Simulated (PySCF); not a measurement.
Species: C₅H₈S.
Numbering: `[CH3:1][C@H:2]1[CH:3]=[CH:4][S:5][CH2:6]1` (hydrogens: H7, H8, H9 on C1; H10 on C2; H11 on C3; H12 on C4; H13, H14 on C6)

Geometry (GFN2-xTB, Å), atoms numbered from 1 in this order:
```xyz
14
C5H8S angstrom
C     -1.440   -0.727   -0.070
C     -0.331    0.158    0.507
C      0.940   -0.634    0.637
C      1.893   -0.347   -0.237
S      1.527    0.971   -1.324
C     -0.019    1.345   -0.413
H     -1.152   -1.093   -1.054
H     -2.366   -0.164   -0.162
H     -1.617   -1.582    0.577
H     -0.653    0.529    1.486
H      1.015   -1.420    1.369
H      2.848   -0.823   -0.347
H     -0.805    1.525   -1.143
H      0.160    2.261    0.150
```

Theory: wB97X-D/def2-SVPD in PySCF (dipole) on a GFN2-xTB geometry, gas phase.

Take the most abundant isotopes and a rigid rotor. The values belong to one conformer with, in the numbering `[CH3:1][C@H:2]1[CH:3]=[CH:4][S:5][CH2:6]1`, C1–C2–C3–C4 107°, C3–C4–S5–C6 7°, C4–S5–C6–C2 -14°, C1–C2–C6–S5 -102°.

**Question.** Give the principal moments of inertia and the rotational constants in GHz.

**Answer.** Ia = 97.02, Ib = 196.43, Ic = 249.89 u·Å²; 505379 MHz·u·Å²/I gives 5209, 2573 and 2022 MHz, that is A = 5.2093, B = 2.5728, C = 2.0224 GHz.

**Question.** Classify the top.

**Answer.** An asymmetric top; Ray's κ = -0.655.

**Question.** What does the inertial defect say?

**Answer.** Not planar: Δ = Ic − Ia − Ib = -43.56 u·Å². For a rigid frame Δ = −2 Σ m c², so Σ m c² = 21.78 u·Å² lies off the ab plane: 8.05 from hydrogen and 13.73 from heavier atoms. The atom farthest from that plane is 1.61 Å away.

**Question.** Give the other two planar moments, Paa and Pbb, and the rms extents of the mass along the axes.

**Answer.** Paa = Σ m a² = (Ib + Ic − Ia)/2 = 174.65 and Pbb = Σ m b² = (Ia + Ic − Ib)/2 = 75.23 u·Å². With the mass M = 100.03 u, the rms extents √(P/M) along a, b and c are 1.32, 0.87, 0.47 Å.

**Question.** Which types of transition are allowed, and where do some lines up to J = 5 fall?

**Answer.** The dipole components are |μa| = 1.67 D, |μb| = 0.14 D, |μc| = 0.59 D. Intensities carry the squares of the components, which stand as 1.00 : 0.01 : 0.12 (a : b : c). Some lines, for components of 0.1 D or more:

| type | branch | J(Ka,Kc) | MHz | lower level (cm⁻¹) |
| --- | --- | --- | --- | --- |
| a | Q | 1(1,0) ← 1(1,1) | 550 | 0.241 |
| b | R | 2(0,2) ← 1(1,1) | 6476 | 0.241 |
| b | R | 3(1,2) ← 2(2,1) | 6649 | 0.848 |
| b | Q | 4(2,2) ← 4(1,3) | 7227 | 1.714 |
| b | R | 2(2,0) ← 1(1,1) | 18278 | 0.241 |
| c | Q | 5(4,2) ← 5(3,2) | 20044 | 3.192 |
| b | Q | 5(4,2) ← 5(3,3) | 20231 | 3.186 |
| a | R | 5(1,5) ← 4(1,4) | 21325 | 1.532 |
| a | R | 5(4,2) ← 4(4,1) | 23148 | 3.089 |
| b | R | 3(3,0) ← 2(2,1) | 28396 | 0.848 |
| c | R | 5(1,4) ← 4(0,4) | 30446 | 1.497 |
| b | R | 5(5,0) ← 4(4,1) | 49194 | 3.089 |

No GFN2-xTB frequencies stand behind this structure, so it isn't proved a minimum. Zero-point vibration and centrifugal distortion are left out. A rigid rotor knows nothing of internal rotation, which can split or shift real lines.

Hardware: one thread of an Arm Neoverse V1, on a shared host. Cost: 31 s (grids of density and orbitals included), 0.79 GiB resident at most. This is the wB97X-D/def2-SVPD job that gave the dipole, with the excitations it also computed.
